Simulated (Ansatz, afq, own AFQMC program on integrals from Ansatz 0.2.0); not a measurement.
Two steps: Ansatz 0.2.0 writes the Fock matrix and Cholesky factors of the valence space, and afq projects on them the lowest state that overlaps trial and start.

```yaml
crystal:
  periodic: [false, false, false]
  atoms:
    - {symbol: Si, position_ang: [-1.021261, 1.556715, 0.658135]}
    - {symbol: Si, position_ang: [-0.067762, -0.137814, 1.983167]}
    - {symbol: Ge, position_ang: [1.573117, -1.137449, 0.546821]}
    - {symbol: Ge, position_ang: [0.745575, -0.738995, -1.722713]}
    - {symbol: Si, position_ang: [-1.283951, 0.508533, -1.432287]}
    - {symbol: H, position_ang: [-0.034867, 2.676650, 0.519609]}
    - {symbol: H, position_ang: [-2.299033, 2.100028, 1.214742]}
    - {symbol: H, position_ang: [0.513467, 0.366222, 3.266069]}
    - {symbol: H, position_ang: [-1.121264, -1.155522, 2.296778]}
    - {symbol: H, position_ang: [1.751485, -2.641062, 0.833563]}
    - {symbol: H, position_ang: [2.938107, -0.444493, 0.731814]}
    - {symbol: H, position_ang: [0.499851, -2.060549, -2.476610]}
    - {symbol: H, position_ang: [1.776182, 0.086630, -2.518596]}
    - {symbol: H, position_ang: [-1.536514, 1.469890, -2.550262]}
    - {symbol: H, position_ang: [-2.433131, -0.448794, -1.350218]}
basis:
  gaussian: {orbitals: def2-SVP}
magnetization: {spin_polarized: false}
correlation: {method: ccsd_t, electrons: outside_noble_gas, hamiltonian_folder: ham}
```

```sh
$ ansatz run in.yaml --threads 1 --pin off --events-out ev --progress --plain --max-ram 16896MiB --backend cuda --devices 0, --max-vram 18GiB
```

Options of the walk:

```
--method phaseless --trial cisd --walkers 1300 --populations 20 --least-time 60 --time-step 0.005 --steps-per-block 50 --equilibration-blocks 28 --max-blocks 4000 --target-error 0.00033 --factor-cut 1e-05 --seed 9291 --release-times 0.21,0.42,0.63,0.9 --release-step 0.03 --release-every 5 --taylor-order 6
```

Times are imaginary, in 1/Eh. The walk had a cap of 250 s. With eight or more populations the least sampling time is a fifth of least-time, and the error comes from their spread. Filled inner d shells are frozen with the cores.

afq prints:

```
orbitals 125  electrons 15 15  factors 1117 of 1650
reference energy -5022.56656049 Eh
CCSD correlation -0.58324700 Eh in 10 cycles, weight of the determinant in the CISD state 0.7310
energy of the start -5023.149804 Eh
 block  time / (1/Eh)  mean weight  energy / Eh
     1     0.250  0.9995  -5023.117604
     2     0.500  0.9998  -5023.120527
     3     0.750  0.9997  -5023.130726
     4     1.000  1.0001  -5023.139815
     5     1.250  0.9997  -5023.148077
     8     2.000  0.9995  -5023.159030
    13     3.250  1.0007  -5023.170592
    22     5.500  1.0001  -5023.169821
    31     7.750  1.0004  -5023.170674
    40    10.000  0.9994  -5023.173715
    49    12.250  1.0004  -5023.172010
    58    14.500  0.9993  -5023.169100
    67    16.750  0.9995  -5023.173940
    76    19.000  0.9993  -5023.176611
    85    21.250  1.0009  -5023.171738
    91    22.750  1.0010  -5023.168775
    94    23.500  1.0000  -5023.169118
   103    25.750  0.9995  -5023.172130
   112    28.000  0.9998  -5023.171147
   121    30.250  1.0006  -5023.172035
error from the spread of 20 populations
released: time / (1/Eh)  energy / Eh  error  mean overlap
  0.21  -5023.172650  0.000436  0.9929
  0.42  -5023.172691  0.000432  0.9888
  0.63  -5023.173119  0.000622  0.9869
  0.90  -5023.173492  0.000689  0.9818
energy -5023.172244 +/- 0.000385 Eh
(rows thinned)
```

The run passed its tests (sampling time, drift between the halves within three errors, error under three times the target), which doesn't prove that it has relaxed, ending at its cap on processor time. The second half of the sampling lies above the first by 2.1 errors of their difference, so the energy may still be moving and its error bar be too small.

Against this walk (error 10.5 meV) on the same determinant: CCSD(T) 87.6 meV higher. The error is statistical and leaves out the bias of the constraint. Released to 0.90 1/Eh the energy moves by -34 ± 21 meV (both errors), within twice the noise.

Cautions: constraint bias not in the error; error above the target (10.5 against 9.0 meV); no relativity below Rb; no spin-orbit coupling; inner d shell frozen.

The walk took 4.2 min on 1 × NVIDIA H100 80GB HBM3 with 2 threads of AMD EPYC 7R13 Processor (Zen 3) (shared host) (the card was shared). The log's last line is the phaseless energy.
